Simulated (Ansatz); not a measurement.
Frontier orbitals of C₂H₂ClFS, SMILES `FC(Cl)C=S`.

Cartesian coordinates in Å:
```
F -0.771 1.502 -0.274
C -0.185 0.303 -0.521
Cl -1.407 -0.821 -1.159
C 0.340 -0.278 0.752
S 1.827 -0.844 0.920
H 0.587 0.421 -1.280
H -0.391 -0.283 1.563
```

Charge 0, multiplicity 1. Geometry: relaxed with PBE0-D4/def2-TZVP. It is one conformer, not always the lowest. Basis def2-TZVPP, the Gaussian-basis code of Ansatz.

Orbital energies of one run (eV). Highest occupied ones, from the top: -8.61, -10.43, -10.82, -11.39, -12.48, -13.09, -13.65, -15.75, -16.04, -17.18, -18.96, -21.38, -24.76, -26.63. Empty: -1.88, 1.70, 2.58, 2.68, 3.51, 3.87.

Problem. Which functional gave them?
A. r2SCANh
B. PBE0
C. revPBE
D. CAM-B3LYP

Solution. D. HOMO energies: CAM-B3LYP -8.61, r2SCANh -6.69, revPBE -5.90, PBE0 -7.24 eV.
